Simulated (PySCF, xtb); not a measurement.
## Relative energy of two structures of BHO

Structure I is a singlet given by its coordinates and structure II is `B=O`, a singlet. Both are isolated molecules in the gas phase, relaxed with PBE0-D4/def2-TZVP.

I (Å):

```xyz
3

B    -1.2377   -0.0918   -0.6202
O    -0.4655    0.3354    0.3278
H     0.3115    0.8866    0.1827
```

Close contacts (Å): B1–O2 1.30, O2–H3 0.96.

II (Å):

```yaml
atoms:
  - { symbol: B, position_ang: [0.0000, 0.0000, -0.0084] }
  - { symbol: O, position_ang: [0.0000, 0.0000, 1.1896] }
  - { symbol: H, position_ang: [0.0000, 0.0000, -1.1811] }
```

**Question.** Which of the two would you expect CCSD(T)/def2-TZVPP electronic energies to favour?

**Answer.** Structure II; the calculation gives E(II) − E(I) = −1.919 eV.

How the difference moves with the method:

| level | geometry | E(II) − E(I) (eV) | departure from the last row (eV) | job, with rough time for the two |
| --- | --- | --- | --- | --- |
| GFN2-xTB | GFN2-xTB | −2.954 | −1.035 | optimisation, 0.046 s |
| HF/STO-3G | GFN2-xTB | −3.223 | −1.304 | single point, 0.98 s |
| r2SCAN-D4/def2-SVP | GFN2-xTB | −2.314 | −0.395 | single point, 2 s |
| PBE0-D4/def2-TZVP | PBE0-D4/def2-TZVP | −2.019 | −0.100 | optimisation, 62 s |
| HF/def2-TZVPP | PBE0-D4/def2-TZVP | −1.694 | +0.225 | part of the CCSD(T) run |
| MP2/def2-TZVPP | PBE0-D4/def2-TZVP | −2.173 | −0.254 | part of the CCSD(T) run |
| CCSD(T)/def2-TZVPP | PBE0-D4/def2-TZVP | −1.919 |  | single point, 7.5 s |

None of the levels shown reverses the order. The largest departure from CCSD(T)/def2-TZVPP is that of HF/STO-3G, 1.304 eV.

With harmonic frequencies from PBE0-D4/def2-TZVP (ideal gas, rigid rotor, one conformer each, 298.15 K, 1 atm): on the last row, ΔE + ΔZPE = −1.889, ΔH = −1.902, ΔG = −1.850 eV.

The correlated steps freeze 2 core orbitals. Programs: PySCF 2.14.0, xtb 6.7.1; the last row on 2 threads of Arm Neoverse V2 on a shared host.
